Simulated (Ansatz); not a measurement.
This Ansatz (a first-principles code) input (PBE/6-311+G**) gives -291.71956 Eh with 55 basis functions. A basis named .json is the Basis Set Exchange file of that set (core-valence sets with the plain set on hydrogen).

Ansatz 0.2 input:
```yaml
crystal:
  periodic: [false, false, false]
  atoms:
    - {symbol: Si, position_ang: [-0.00000000, -0.00000000, 0.00000000]}
    - {symbol: H, position_ang: [0.87559489, 0.85467525, 0.83309847]}
    - {symbol: H, position_ang: [-0.82219976, -0.86546541, 0.87529791]}
    - {symbol: H, position_ang: [-0.88619780, 0.85452031, -0.82197187]}
    - {symbol: H, position_ang: [0.83280267, -0.84373015, -0.88642451]}
basis:
  gaussian:
    orbitals: 6-311+G__.json
hamiltonian:
  xc: {name: PBE}
magnetization: {spin_polarized: false}
```

Change:
```diff
- orbitals: 6-311+G__.json
+ orbitals: aug-pcseg-3
```

What does the run give now?

-291.73332 Eh (PBE/aug-pcseg-3, 285 functions), a change of -13.76 mEh.
